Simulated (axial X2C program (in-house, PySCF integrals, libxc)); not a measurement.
MgO⁺: from Re and ωe to a spectrum

A bond curve at the PBE0 level, with spin–orbit coupling, was computed with an in-house all-electron X2C program for linear molecules (integrals from PySCF) (basis Mg dyall-cv3z [9s8p6d3f], O dyall-av3z [7s6p3d2f] (cores contracted in-house)) for the state Ω = 3/2 (⟨Sz⟩ = 0.50, ⟨Lz⟩ = 1.00 at PBE0). Its fit gives Re = 1.8115 Å, ωe = 739.2 cm⁻¹, ωexe = 4.57 cm⁻¹ and αe = 4.741e-03 cm⁻¹; the masses are 23.9850 and 15.9949 u. Two-component means X2C with spin–orbit coupling and atomic mean-field Coulomb and Gaunt terms.

Find the reduced mass, Be and the force constant.

From the PBE0 values: μ = 9.5958 u. Be = 16.8576/(μ Re²) = 0.5354 cm⁻¹. k = 5.8918×10⁻⁷ μ ωe² = 3.09 mdyn/Å.

Where do the fundamental and the first overtone lie?

ν(1←0) = ωe − 2ωexe = 730.1 cm⁻¹; ν(2←0) = 2ωe − 6ωexe = 1451.0 cm⁻¹.

Estimate the centrifugal constant by the Kratzer relation.

D = 4Be³/ωe² = 1.12e-06 cm⁻¹.

Estimate De from a Morse curve and compare with the computed well depth of 2.061 eV to Mg+ + O.

De(Morse) = ωe²/(4ωexe) = 3.706 eV against 2.061 eV computed, a ratio of 1.80. The extrapolation overshoots: the well softens faster than a Morse curve, or the lowest atomic limit lies below the one to which the curve heads.

A Morse curve ties αe to the other constants (Pekeris). How well does that hold?

αe(Morse) = 6Be²/ωe × (√(ωexe/Be) − 1) = 4.471e-03 cm⁻¹; the PBE0 curve gives 4.741e-03 cm⁻¹, a ratio of 0.94.

The state is one determinant whose occupation by symmetry is held fixed; it was picked as the lowest of a PBE0 search that is not exhaustive. De is counted from the lowest determinant-based energies of the atoms at the same level, without counterpoise correction. Density functionals use the spin component along the axis (collinear). A 2c atom that is not at its ground J level misses part of its spin–orbit lowering, and De is too large by that part (0.04 eV or less for light atoms). This holds for PBE0. Without a current term, density functionals place determinants with orbital angular momentum somewhat too high.
